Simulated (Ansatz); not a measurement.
Worked example: basis-set limit for S2 (sulfur dimer)

S2 has 2 atoms, charge 0, and is taken as a triplet. SMILES: `S=S`. Geometry: the measured bond length.

```xyz
2

S     0.0000    0.0000    0.0000
S     0.0000    0.0000    1.8892
```

CCSD(T) energies, 10 core orbitals frozen (Ansatz 0.2.0):

| basis | X | functions | Hartree–Fock (Eh) | correlation (Eh) |
| --- | --- | --- | --- | --- |
| cc-pVTZ | 3 | 68 | -795.096663 | -0.358149 |
| cc-pVQZ | 4 | 118 | -795.105652 | -0.385488 |
| cc-pV5Z | 5 | 190 | -795.108816 | -0.395378 |

The correlation energy converges as X⁻³, the Hartree–Fock energy about exponentially.

Q: Estimate the basis-set limit from the two largest sets.

A: 
1. Correlation: E(∞) = (5³ E(5) − 4³ E(4))/(5³ − 4³) = (125 × (-0.395378) − 64 × (-0.385488))/61 = -0.405754 Eh.
2. Hartree–Fock: successive steps shrink by 0.352; summing the geometric tail gives -795.108816 + (-0.003164) × 0.352/(1 − 0.352) = -795.110535 Eh.
3. Total: -795.110535 + (-0.405754) = -795.516289 Eh.
4. cc-pV5Z holds 97.4 % of the extrapolated correlation energy, cc-pVQZ 95.0 %.

This is an estimate of the method's limit, not an exact energy.
